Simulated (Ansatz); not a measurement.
MgSiP2 (I-42d, No. 122, 8 atoms in the cell) was calculated with LDA in Ansatz (PAW).

Numerical settings: plane-wave cutoff 520 eV, 8×8×8 k mesh, scalar-relativistic PAW data made under PBE.

Computed at the level's own relaxed cell.

```
MgP2Si
1.0
   -2.83989     2.83989     5.02604
    2.83989    -2.83989     5.02604
    2.83989     2.83989    -5.02604
Mg Si P
2 2 4
Direct
  0.00000   0.00000   0.00000
  0.75000   0.25000   0.50000
  0.50000   0.50000   0.00000
  0.25000   0.75000   0.50000
  0.87500   0.83361   0.45861
  0.16639   0.62500   0.04139
  0.37500   0.41639   0.54139
  0.58361   0.12500   0.95861
```

Problem. Give the elastic tensor (Voigt notation, GPa, ions relaxed, in the Cartesian axes of the cell as printed).

Solution. 
```
  126.9    57.1    67.8     0.0     0.0     0.0
   57.1   126.9    67.8     0.0     0.0     0.0
   67.8    67.8    83.3     0.0     0.0     0.0
    0.0     0.0     0.0    51.5     0.0     0.0
    0.0     0.0     0.0     0.0    51.5     0.0
    0.0     0.0     0.0     0.0     0.0    37.8
```

Note: the relaxation could not lower the start's symmetry, so the cell can be a saddle point above a distorted one.

Ansatz is a quantum-chemistry and plane-wave program.
